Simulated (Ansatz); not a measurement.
`CSC` → `[CH2]` (triplet) + CH₃SH at 400 K and 1 bar (formal loss of a carbene).

Isolated molecules relaxed with PBE0-D4/def2-TZVP in Ansatz; ΔE leaves out vibrations. CBS: MP2 limit from def2 TZ/QZ plus the TZ coupled-cluster correction, frozen cores. This one scheme is used for every species. Triplets are unrestricted, without spin–orbit coupling.

| species | CCSD(T)/CBS energy (Eh) | H − E (kJ/mol) | S (J/(mol·K)) |
| --- | --- | --- | --- |
| `CSC` | -477.48821 | 222.1 | 306.3 |
| `[CH2]` (triplet) | -39.09499 | 59.0 | 205.7 |
| CH₃SH | -438.22835 | 138.7 | 269.4 |

H − E and S are ideal-gas, rigid-rotor, harmonic terms from PBE0-D4/def2-TZVP, with the whole ground term of open shells counted as degenerate. 1 Eh = 2625.50 kJ/mol, R = 8.31446 J/(mol·K).

**Question.** By hand: ΔE, ΔH, ΔS and ΔG.

**Answer.** ΔE = (-39.09499) + (-438.22835) − (-477.48821) = 0.16487 Eh = 432.9 kJ/mol. Δ(H − E) = 59.0 + 138.7 − 222.1 = -24.4, so ΔH = 408.5 kJ/mol. ΔS = 205.7 + 269.4 − 306.3 = 168.8 J/(mol·K). ΔG = 408.5 − 400 × (168.8)/1000 = 341.0 kJ/mol.

**Question.** By hand: the equilibrium constant, and the temperature at which ΔG would vanish if ΔH and ΔS stayed fixed.

**Answer.** log₁₀ K = −ΔG/(RT ln 10) = -44.5. ΔG = 0 at ΔH/ΔS = 2420 K.

The number of gas molecules changes by +1, which sets the sign of ΔS. A doubt of 5 kJ/mol in ΔE shifts log₁₀ K by 0.7 here. A triplet takes part, so the spin changes. These are equilibria of isolated gas molecules and say nothing of rates. Largest T1 diagnostic: 0.011 (customary marks: 0.02 for closed shells, 0.045 for open ones).
